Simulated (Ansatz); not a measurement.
# CH3OS: the cost of one run

Method: RKS PBE0/6-31G, in Ansatz 0.2.0.

## Step 1: The starting structure

Bond lengths: C1–S2 1.634 Å, S2–O3 1.965 Å, C1–H4 1.086 Å, C1–H5 1.084 Å, O3–H6 0.958 Å. Angles: C1–S2–O3 115.8°, S2–C1–H4 120.8°, S2–C1–H5 120.8°, H4–C1–H5 115.7°, S2–O3–H6 101.3°.

Structure file:

```xyz
6

C    -0.8167    0.2331   -0.8069
S     0.6873   -0.3544   -0.5593
O     1.4588   -0.0068    1.2137
H    -1.6881   -0.2963   -0.4345
H    -0.9709    1.2768   -1.0572
H     1.3296   -0.8525    1.6442
```

## Step 2: Relaxing end A

Input file input.yaml:

```yaml
crystal:
  periodic: [false, false, false]
  atoms:
    - { symbol: C, position_ang: [-0.81668, 0.23313, -0.80691] }
    - { symbol: S, position_ang: [0.68727, -0.3544, -0.55926] }
    - { symbol: O, position_ang: [1.4588, -0.00683, 1.21372] }
    - { symbol: H, position_ang: [-1.68811, -0.29627, -0.43454] }
    - { symbol: H, position_ang: [-0.97093, 1.27684, -1.0572] }
    - { symbol: H, position_ang: [1.32965, -0.85247, 1.64418] }
total_charge: -1
basis:
  gaussian: { orbitals: "6-31G" }
hamiltonian:
  xc: pbe0
relax:
  f_tol: 0.02
  max_steps: 50
```

On the command line:

```sh
$ ansatz run input.yaml --threads 1 --pin off --max-ram 2048MiB --backend cpu --events-out ev --progress --plain --runs-dir out
```

What time and memory should one allow on 1 thread of Arm Neoverse V2, shared host?

About 14 s, with a peak of 0.12 GiB.
